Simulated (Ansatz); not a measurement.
We consider rock-salt HfN, described by PBEsol-D3(BJ) in Ansatz (PAW).

Settings: plane-wave cutoff 520 eV, 22×22×22 k mesh, Fermi–Dirac smearing 0.05 eV, scalar-relativistic PAW data made under PBE.

The volume scan:

```
V (Å³/atom)  E − E_lowest (meV/atom)  P (GPa)
-----------  -----------------------  -------
10.509                         41.65    20.99
10.732                         17.85    13.25
10.956                          4.31     6.28
11.180                          0.00     0.01
11.403                          4.00    -5.64
11.627                         15.47   -10.72
11.850                         33.68   -15.29
```

### Question
Estimate the bulk modulus and its pressure derivative from these points.

### Answer
V0 = 11.180 Å³/atom, B0 = 297 GPa, B′ = 4.3 (fit to the energies at full precision).

Measured, for comparison: bulk modulus 260 GPa (room temperature, not corrected to a static lattice, our sources range from 260 to 306; as tabulated in Synthesis of Binary Transition Metal Nitrides, Carbides and Borides from the …); equilibrium volume per atom 11.57 Å³/atom (room temperature, not corrected to a static lattice; as tabulated in Seo, Lee, Wen, Petrov, Greene, Gall, J. Appl. Phys. 96, 878 (2004)). Computed (rounded) less measured: bulk modulus not scored (sources differ), equilibrium volume per atom -3.4 %.

Spin–orbit coupling is not included.

The computed numbers hold no vibrational or temperature effects.

Ansatz is an electronic-structure program.
